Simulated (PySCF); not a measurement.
These 4 structures share the formula C3H4Cl2. Level of theory: PBE0-D3(BJ)/def2-SVP geometry optimisation, gas phase in PySCF 2.14.0. Energies are electronic, without zero-point or thermal terms, for one conformer each. No frequencies were run at this level. Point groups hold within 0.08 Å.

Question: Rank from lowest to highest electronic energy at this level (kcal/mol).
A. `[CH2:1]=[C:2]([Cl:3])[CH2:4][Cl:5]` with C1–C2–C4–Cl5 0° (2,3-dichloro-1-propene)
B. `[CH2:1]=[CH:2][CH:3]([Cl:4])[Cl:5]` with C1–C2–C3–Cl4 118°
C. `C/C(Cl)=C\Cl`
D. `ClC1(Cl)CC1` (1,1-dichlorocyclopropane)

Answer: C (0.0), A (3.1), B (7.9), D (9.4).

As drawn, the lowest has a C=C bond outside aromatic rings, which the highest lacks; the highest has a three-membered ring, which the lowest lacks. Neighbours under 2.5 kcal/mol apart (C=CC(Cl)Cl and ClC1(Cl)CC1) can change places with a better method, another conformer or zero-point energy.

| SMILES | E (Eh) | E rel (kcal/mol) | dipole (D) | point group | A, B, C (MHz) |
| --- | --- | --- | --- | --- | --- |
| C/C(Cl)=C\Cl | -1036.29539 | 0.0 | 0.67 | Cs | 7667, 1519, 1278 |
| C=C(Cl)CCl | -1036.29041 | 3.1 | 0.28 | Cs | 8304, 1505, 1284 |
| C=CC(Cl)Cl | -1036.28288 | 7.9 | 2.03 | Cs | 3155, 2751, 1561 |
| ClC1(Cl)CC1 | -1036.28042 | 9.4 | 2.02 | C2v | 3991, 2902, 1942 |

Q: How do the relative energies change in single points at PBE0/pcSseg-1 (no added dispersion term) on the same geometries?

A: 
```tsv
SMILES	PBE0-D3(BJ)/def2-SVP (kcal/mol)	PBE0/pcSseg-1 (kcal/mol)	shift
C/C(Cl)=C\Cl	0.0	0.0	0.0
C=C(Cl)CCl	3.1	2.5	-0.6
C=CC(Cl)Cl	7.9	6.3	-1.6
ClC1(Cl)CC1	9.4	9.8	+0.4
```

Each column counts from its own lowest isomer. The order is unchanged; the largest shift is 1.6 kcal/mol.
